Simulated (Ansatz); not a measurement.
Reaction (SMILES): CSC + H+ → C[SH+]C
B3LYP-D3(BJ)/def2-TZVP geometries, fixed; electronic energies without zero-point terms; positive where energy is released.

How fast the proton affinity converges with the basis for several methods (Ansatz, an electronic-structure program): deviation from each method's own reference, in kcal/mol. References: CCSD(T) 203.80 kcal/mol, Hartree-Fock in aug-cc-pV(Q+d)Z plus the correlation part extrapolated as X^-3 from aug-cc-pV(T+d)Z and aug-cc-pV(Q+d)Z; HF 208.65 kcal/mol, the value in pcseg-4; MP2 202.04 kcal/mol, Hartree-Fock in aug-cc-pV(Q+d)Z plus the correlation part extrapolated as X^-3 from aug-cc-pV(T+d)Z and aug-cc-pV(Q+d)Z; PBE 204.88 kcal/mol, the value in pcseg-4; PBE0 205.84 kcal/mol, the value in pcseg-4; wB97M-V 202.32 kcal/mol, the value in pcseg-4. Cartesian d functions, on some or all atoms, in 6-31G**, 6-311G**; all else is spherical. In correlated methods cores are frozen. No added dispersion term, no relativity. Functionals ending in -V hold VV10 correlation. 

| basis | functions | CCSD(T) | HF | MP2 | PBE | PBE0 | wB97M-V |
|---|---|---|---|---|---|---|---|
| STO-3G | 26 | 51.74 | 37.78 | 50.36 | 40.80 | 38.93 | 40.67 |
| 3-21G | 45 | -13.47 | -22.35 | -14.00 | -13.77 | -16.43 | -15.40 |
| pcseg-0 | 45 | -18.38 | -27.65 | -19.17 | -20.30 | -22.63 | -21.73 |
| def2-SV(P) | 60 | -4.75 | -8.69 | -5.41 | -5.38 | -6.63 | -6.57 |
| 6-31G** | 84 | 1.91 | -4.49 | 1.54 | -1.47 | -2.62 | -1.95 |
| cc-pV(D+d)Z | 86 | 3.04 | -2.07 | 2.16 | -0.41 | -1.15 | -1.19 |
| 6-311G** | 105 | 2.82 | -3.23 | 2.02 | -2.99 | -3.06 | -3.32 |
| pcseg-2 | 192 | 2.87 | -0.76 | 2.59 | -0.77 | -0.83 | -0.85 |
| cc-pV(T+d)Z | 197 | 1.45 | -0.27 | 1.39 | 0.13 | -0.08 | 0.01 |
| aug-cc-pV(T+d)Z | 308 | 0.40 | -0.37 | 0.43 | -0.26 | -0.27 | -0.32 |
| aug-cc-pV(Q+d)Z | 571 | 0.25 | -0.18 | 0.26 | -0.09 | -0.11 | -0.15 |
| aug-pcseg-3 | 602 | 0.69 | -0.03 | 0.75 | -0.03 | -0.03 | 0.00 |

Mean absolute deviation over 6-311G**, pcseg-2, cc-pV(T+d)Z, aug-cc-pV(T+d)Z: PBE 1.04, PBE0 1.06, wB97M-V 1.12, HF 1.16, MP2 1.61, CCSD(T) 1.89 kcal/mol.
